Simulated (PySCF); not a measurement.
# Do core-level shifts follow atomic charges?

Species: C3H5FS.
Z-matrix (Å and degrees, PBE0-D3(BJ)/def2-SVP geometry), rows numbered from 1:
```
C 
C   1  1.5025
S   2  1.8311  1  119.23
C   2  1.4718  1  121.77  3   -76.98
F   4  1.3469  2  118.20  3   110.87
H   1  1.1023  2  110.29  3   161.31
H   1  1.0995  2  110.89  3    40.74
H   1  1.0996  2  110.85  3   -79.11
H   2  1.0971  1  115.73  3   138.54
H   4  1.0973  2  119.73  3  -108.04
```

Binding energies: delta-SCF UKS SCAN, pcX-2 on the ionised atom, pcseg-1 elsewhere, spin-free X2C (PySCF 2.14.0). Charges: PBE0/pcSseg-1 ground-state density, for the ionised atom.

| atom | environment | C 1s (eV) | Mulliken (e) | IAO (e) | Hirshfeld (e) | ESP (e) |
| --- | --- | --- | --- | --- | --- | --- |
| C1 | methyl carbon | 291.31 | -0.191 | -0.416 | -0.113 | -0.299 |
| C2 | sp3 carbon bound to sulfur | 291.93 | -0.368 | -0.169 | -0.031 | +0.006 |
| C4 | sp3 C–F carbon | 293.86 | +0.191 | +0.113 | +0.050 | +0.119 |

Task: Give the correlation coefficient and slope of binding energy on charge for each scheme.

Result: IAO: r = 0.97, slope 4.9 eV per e; Hirshfeld: r = 0.96, slope 15.6 eV per e; Mulliken: r = 0.85, slope 4.0 eV per e; ESP: r = 0.85, slope 5.2 eV per e. On 3 points no scheme stands out.

Task: The point-charge model writes a binding energy as kq + V + constant, with V the potential of the other atoms' charges at the site. What does it give with the IAO charges?

Result: V = Σ 14.40 eV Å × q/r over all other atoms: +5.63 eV at C1, +1.50 eV at C2, -1.89 eV at C4. Fitting binding energy − V to q gives k = 19.0 eV per e and leaves an rms residual of 0.02 eV, against 0.27 eV for the fit on q alone. The model has no term for differences in relaxation between sites.

Isolated species at its PBE0-D3(BJ)/def2-SVP geometry, gas phase.
